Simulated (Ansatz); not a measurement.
Process, species as SMILES: C=O (CH2-O) → CH2O+ (doublet, bonded as O=C) + e-
B3LYP-D3(BJ)/def2-TZVP geometries, fixed; electronic energies without zero-point terms.

Effect of a fitting basis named in the input at MP2/cc-pVTZ with Ansatz (an electronic-structure program), against the last row, where the adiabatic ionisation energy is 11.21 eV. Cores are frozen. Open shells are unrestricted. The default fits or decomposes integrals by the program's own choice; accuracy: high also tightens integrals, grids and stops.

```json
[
 {"setting": "fitting: def2-universal-jkfit and def2-SVP-RIFIT", "largest shift of a total energy (mEh)": "-2.147", "shift of the adiabatic ionisation energy (eV)": "0.009"},
 {"setting": "fitting: def2-universal-jkfit and cc-pVDZ-RIFIT", "largest shift of a total energy (mEh)": "-1.210", "shift of the adiabatic ionisation energy (eV)": "0.007"},
 {"setting": "fitting: def2-universal-jkfit and cc-pVTZ-RIFIT", "largest shift of a total energy (mEh)": "0.126", "shift of the adiabatic ionisation energy (eV)": "0.000"},
 {"setting": "fitting: def2-universal-jkfit and aug-cc-pVTZ-RIFIT", "largest shift of a total energy (mEh)": "0.114", "shift of the adiabatic ionisation energy (eV)": "0.000"},
 {"setting": "fitting: def2-universal-jkfit and cc-pVQZ-RIFIT", "largest shift of a total energy (mEh)": "0.117", "shift of the adiabatic ionisation energy (eV)": "0.000"},
 {"setting": "fitting: def2-universal-jkfit and aug-cc-pVQZ-RIFIT", "largest shift of a total energy (mEh)": "0.107", "shift of the adiabatic ionisation energy (eV)": "0.000"},
 {"setting": "accuracy: high", "largest shift of a total energy (mEh)": "-0.001", "shift of the adiabatic ionisation energy (eV)": "0.000"},
 {"setting": "accuracy: medium (default)", "largest shift of a total energy (mEh)": "0.000", "shift of the adiabatic ionisation energy (eV)": "0.000"}
]
```

Within 0.002 eV in the adiabatic ionisation energy: fitting: def2-universal-jkfit and cc-pVTZ-RIFIT; fitting: def2-universal-jkfit and aug-cc-pVTZ-RIFIT; fitting: def2-universal-jkfit and cc-pVQZ-RIFIT; fitting: def2-universal-jkfit and aug-cc-pVQZ-RIFIT; accuracy: high. The largest shift is 2.147 mEh in a total energy and 0.009 eV in the difference.
